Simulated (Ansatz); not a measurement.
Geometry optimisation, RKS B3LYP/6-31G* in Ansatz.

Input file:

```yaml
crystal:
  periodic: [false, false, false]
  atoms:
    - { symbol: B, position_ang: [-0.000759, -0.02539, 0.436627] }
    - { symbol: C, position_ang: [0.002001, 0.418778, 1.960799] }
    - { symbol: H, position_ang: [-0.942792, 0.264625, 2.492959] }
    - { symbol: H, position_ang: [0.825151, 0.002779, 2.551579] }
    - { symbol: H, position_ang: [0.167645, 1.512367, 1.941409] }
    - { symbol: H, position_ang: [1.032215, -0.228435, -0.133593] }
    - { symbol: H, position_ang: [-1.005766, 0.018501, -0.212889] }
    - { symbol: P, position_ang: [-0.307293, -3.106538, 0.773294] }
    - { symbol: H, position_ang: [-0.812541, -2.771683, -0.513083] }
    - { symbol: H, position_ang: [1.052705, -3.038063, 0.361566] }
    - { symbol: H, position_ang: [-0.329063, -1.765639, 1.256032] }
basis:
  gaussian: { orbitals: "6-31G*" }
hamiltonian:
  xc: b3lyp
relax:
  f_tol: 0.03
  max_steps: 50
```

Launched with:

```bash
$ ansatz run input.yaml --threads 1 --pin off --max-ram 2048MiB --backend cpu --events-out ev --progress --plain --runs-dir out
```

Question: Where does it end, and by what steps?

Answer: It converged. The force dipped under the threshold on the way, but the program's further checks kept it going. After 11 steps the energy has fallen by 0.103 eV; H11 moved furthest, 0.68 Å.

```csv
step,energy less start (eV),largest force component (eV/Å),accepted
0,0.0000,0.360,yes
1,-0.0666,0.427,yes
2,-0.0891,0.115,yes
3,-0.0988,0.061,yes
4,-0.1011,0.033,yes
5,-0.1017,0.018,yes
6,-0.1020,0.012,yes
7,-0.1024,0.057,yes
8,-0.1026,0.056,yes
9,-0.1027,0.110,yes
10,-0.1030,0.079,yes
11,-0.1033,0.008,yes
```

```xyz
11
Properties=species:S:1:pos:R:3
B 0.041 0.246 0.511
C 0.038 0.672 2.013
H -0.899 0.482 2.547
H 0.884 0.298 2.601
H 0.153 1.773 1.987
H 1.067 0.015 -0.062
H -0.975 0.221 -0.124
P -0.316 -3.624 0.564
H -0.802 -3.097 -0.666
H 1.038 -3.296 0.269
H -0.547 -2.410 1.275
```

Whether the end is a true minimum wasn't checked by a vibrational analysis.

Time of the run: 19 s on 1 thread of Intel(R) Xeon(R) 6975P-C (Granite Rapids), with other jobs on the host, peak memory 0.15 GiB.
